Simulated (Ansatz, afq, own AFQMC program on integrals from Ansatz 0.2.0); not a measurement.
**NH$_{3}$O, singlet → NH₃O⁺, doublet, worked out**

```yaml
atoms:
  - { symbol: N, position_ang: [-0.1540, 0.0000, 0.7068] }
  - { symbol: O, position_ang: [0.1385, 0.0000, -0.6853] }
  - { symbol: H, position_ang: [0.3377, -0.8114, 1.0705] }
  - { symbol: H, position_ang: [0.3377, 0.8114, 1.0705] }
  - { symbol: H, position_ang: [-0.7342, 0.0000, -1.0862] }
```

Connectivity, by distances: NH2–OH.

Both states at this geometry.

Basis cc-pVDZ. Noble-gas cores (and the filled d shells of Ga–Kr and In–Xe) are frozen. Ansatz 0.2.0 and our own AFQMC program on the same integrals; the CISD trial comes from CCSD amplitudes, and released means the phaseless constraint is let go. Uncertainties: one standard error, sampling alone.

Total energies in eV. CBS is CCSD(T) at the limit of def2-TZVPP/QZVPP (extrapolated itself); the highest rung of each member is named.

Cautions: NH₃O (singlet): the released energies move by 1.5 errors or more from one time to the next, so no released level is given (meV from the phaseless value at times in 1/Eh: -20 ± 15 at 0.24, -26 ± 14 at 0.50, -5 ± 12 at 1.00, -43 ± 18 at 1.50), though the last usable value meets CCSDT(Q) within the noise, its ph-AFQMC/CISD value lies 34 ± 15 meV above CCSDT(Q); NH₃O⁺ (doublet): the released value is read at 1.50 1/Eh with a noise of 25 meV, more than in the cases checked (meV from the phaseless value at times in 1/Eh: 10 ± 18 at 0.24, -20 ± 17 at 0.50, -42 ± 28 at 1.00, -7 ± 25 at 1.50).

```json
{"member": "NH₃O⁺, doublet", "count": "+1", "CCSD(T)/cc-pVDZ": "-3565.2399", "highest rung in cc-pVDZ": "-3565.2551 ± 0.0253", "which": "released AFQMC", "CCSD(T)/CBS": "-3570.5284"}
{"member": "NH₃O, singlet", "count": "-1", "CCSD(T)/cc-pVDZ": "-3575.3349", "highest rung in cc-pVDZ": "-3575.3719", "which": "CCSDT(Q)", "CCSD(T)/CBS": "-3581.2570"}
```

**Question.** Work out the best estimate of the vertical ionization energy: the CCSD(T)/CBS difference plus the step from CCSD(T) to the highest rung.

**Answer.** Sums with the counts: CCSD(T)/CBS 10.7286 eV, highest rung 10.1168 eV, CCSD(T)/cc-pVDZ 10.0950 eV. The step is 10.1168 − 10.0950 = 0.0218 eV, so the best estimate is 10.7286 + (0.0218) = 10.7504 eV, with sampling noise 0.025 eV. The step is under twice that noise, so its sign is open. The basis set is worth 0.634 eV of it. Zero-point, core-correlation and spin–orbit terms aren't in it.

Best estimates are given only where the step beyond CCSD(T) is under 0.3 eV and no member's determinant is very poor (T1 over 0.05, or 0.07 for open shells, ⟨S²⟩ too high by 0.3, two states mixed), so the hardest cases are missing from such tables.

CCSDT and higher add their correlation energy to the determinant of the CCSD(T) run, since their own runs factorise the integrals more tightly (a shift of under 2 meV). Each member of a difference takes its own highest rung, so a best estimate needn't equal the limit plus the step of one row. A walk keeps the symmetry of its determinant, which the program's search chose and which needn't be the lowest solution, so a lower state of the same spin and another symmetry isn't excluded. Released energies are given only where the last usable release times agree within the noise; a slower fall can still hide under it.
